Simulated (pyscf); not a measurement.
**Routes from H₂P–InH₂**

Candidate steps break at most two bonds and form at most two. Each was searched with GFN2-xTB (tblite) first. Optimised with ωB97X-D3(BJ)/def2-SVP in PySCF. Energies: ωB97M-D3(BJ)/def2-TZVP, kJ/mol, from the reactant's lowest minimum found, singlet surface; ΔG‡ with ideal gas, 1 atm, RRHO with modes under 100 cm⁻¹ raised to 100, one conformer, R ln 2 for chiral ones without a mode under 150 cm⁻¹.

```csv
products,type,ΔE‡,ΔE,ΔG‡ 298 K,ΔG‡ 900 K,ν‡ (cm⁻¹)
PH₃ + InH [singlet],"1,1-elimination",219.6,+44.5,213.4,215.9,1161i
H₂P–In [singlet] + H₂,"1,1-elimination",234.6,-0.5,226.3,226.4,1350i
HP=InH + H₂,elimination,251.4,+119.1,242.7,248.9,1704i
```

Row 1: On the product side the descent ends in an adduct with a In–P contact, 38.3 kJ/mol under the separated species and 191.7 kJ/mol under the saddle at ωB97X-D3(BJ)/def2-TZVP. 

Plain bond fissions and candidates not yet searched are not listed, and one of them may be faster. Each barrier is that of the saddle found; lower ones may exist. Elements past Kr carry the def2 core potentials, without spin-orbit coupling.
